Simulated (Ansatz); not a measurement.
# NaCl: vertical ionisation energy

How much energy removes an electron from NaCl at fixed geometry? The cation is run at each level and the neutral's energy taken from earlier runs.

Method: unrestricted cation, the program's frozen cores in correlated methods; program: Ansatz 0.2.0, Gaussian basis.

The runs, in order: UKS PBE-D4/def2-TZVPP; UKS r2SCAN-D4/def2-TZVPP; UKS PBE0-D4/def2-TZVPP; UKS B3LYP-D4/def2-TZVPP; UKS wB97X-V/def2-TZVPP; UKS wB97M-V/def2-TZVPP; UKS B2PLYP/def2-TZVPP; UHF-CCSD(T)/def2-TZVPP; UHF-CCSD(T)/def2-QZVPP; extrapolation to the limit; then −ε(HOMO) from the neutral's earlier runs with LDA (SPW92), PBE-D4, revPBE-D4, BLYP-D4, r2SCAN-D4, B97M-V, PBE0-D4, B3LYP-D4, r2SCANh-D4, r2SCAN0-D4, HSE06-D4, BHLYP-D4, CAM-B3LYP-D4, LC-ωPBE, ωB97X-V, ωB97M-V.

## (1) The relaxed structure

The geometry comes from an earlier relaxation with PBE0-D4 in a triple-zeta def2 set; it is a stationary point.

SMILES `[Na-6][Cl]`, 2 atoms, charge 0, spin multiplicity 1.

Atoms are counted from 1 here; the program's logs count them from 0.

Bond lengths: Na1–Cl2 2.358 Å.

## (2) Cation, UKS PBE-D4/def2-TZVPP

Input file in.yaml:

```yaml
crystal:
  periodic: [false, false, false]
  atoms:
    - {symbol: Na, position_ang: [0.000000, 0.000000, -1.434961]}
    - {symbol: Cl, position_ang: [-0.000000, -0.000000, 0.922611]}
basis:
  gaussian: {orbitals: def2-TZVPP}
total_charge: 1
magnetization: {spin_polarized: true, initial_magnetization: 1}
hamiltonian: {xc: pbe, dispersion: d4}
```

The run is started by

```
$ ansatz run in.yaml --threads 2 --pin off --events-out ev --progress --plain --max-ram 32768MiB --backend cpu
```

Further steps of the session: Cation, UKS r2SCAN-D4/def2-TZVPP; Cation, UKS PBE0-D4/def2-TZVPP; Cation, UKS B3LYP-D4/def2-TZVPP; Cation, UKS wB97X-V/def2-TZVPP; Cation, UKS wB97M-V/def2-TZVPP; Cation, UKS B2PLYP (frozen core)/def2-TZVPP; Cation, UHF-CCSD(T)/def2-TZVPP; Cation, UHF-CCSD(T)/def2-QZVPP.

Before running them: what should the planned runs give, taken together? Wanted: ionisation energy, CCSD(T)/CBS; nearest functional by difference; nearest −ε(HOMO); −ε(HOMO) of PBE; T1 of the cation.

**Answer**, as computed:

| quantity | value |
| --- | --- |
| ionisation energy, CCSD(T)/CBS | 9.31 eV |
| nearest functional by difference | PBE-D4 (-0.01 eV) |
| nearest −ε(HOMO) | LC-ωPBE (-0.08 eV) |
| −ε(HOMO) of PBE | 5.19 eV |
| T1 of the cation | 0.007 |

Energy differences with functionals land within 0.12 eV of the reference. The PBE orbital energy is 4.1 eV too small: a semilocal HOMO is no ionisation energy. Among orbital estimates LC-ωPBE comes nearest. Hartree-Fock falls 1.32 eV short, as the neutral has more correlation energy than the cation. Correlated methods include outer-core shells of Na, which these sets cover unevenly.
